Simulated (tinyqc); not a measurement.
Pariser-Parr-Pople SCF with singles CI, for the molecule c1ccccc1 (SMILES; centres numbered as the heavy atoms are written), step by step. One step of it, computed by the program tinyqc.

Question. Iteration 1: Fock matrix. F_rr = H_rr + P_rr gamma_rr / 2 + sum_(s != r) P_ss gamma_rs; F_rs = H_rs - P_rs gamma_rs / 2; E = tr P (H + F) / 2 + core repulsion sum_(r<s) z_r z_s gamma_rs.

P at the start, lower triangle:
```
           1C         2C         3C        4C        5C        6C
1C   1.000000
2C   0.666667   1.000000
3C   0.000000   0.666667   1.000000
4C  -0.333333   0.000000   0.666667  1.000000
5C   0.000000  -0.333333   0.000000  0.666667  1.000000
6C   0.666667   0.000000  -0.333333  0.000000  0.666667  1.000000
```

core matrix H (eV), lower triangle:
```
            1C          2C          3C          4C          5C          6C
1C  -33.349349
2C   -2.590000  -33.349910
3C    0.000000   -2.590000  -33.349910
4C    0.000000    0.000000   -2.590000  -33.349349
5C    0.000000    0.000000    0.000000   -2.590000  -33.349910
6C   -2.590000    0.000000    0.000000    0.000000   -2.590000  -33.349910
```

repulsion gamma_rs (eV), lower triangle:
```
           1C         2C         3C         4C         5C         6C
1C  10.010000
2C   5.073605  10.010000
3C   3.727408   5.072931  10.010000
4C   3.397324   3.727408   5.073605  10.010000
5C   3.727408   3.397929   3.728038   5.073605  10.010000
6C   5.073605   3.728038   3.397929   3.727408   5.072931  10.010000
```

Centres (angstrom, eV; a flat drawing with bonds scaled to 1.40 angstrom):
```
centre          x          y  core charge z          W   gamma_rr
1C       1.400000   0.000000              1  12.350000  10.010000
2C       0.700000   1.212000              1  12.350000  10.010000
3C      -0.700000   1.212000              1  12.350000  10.010000
4C      -1.400000   0.000000              1  12.350000  10.010000
5C      -0.700000  -1.212000              1  12.350000  10.010000
6C       0.700000  -1.212000              1  12.350000  10.010000
```

Give: F; pi energy.

Answer.

F (eV), lower triangle:
```
         1C       2C       3C       4C       5C       6C
1C  -7.3450
2C  -4.2812  -7.3450
3C   0.0000  -4.2810  -7.3450
4C   0.5662   0.0000  -4.2812  -7.3450
5C   0.0000   0.5663   0.0000  -4.2812  -7.3450
6C  -4.2812   0.0000   0.5663   0.0000  -4.2810  -7.3450
```

pi energy = -87.1358 eV
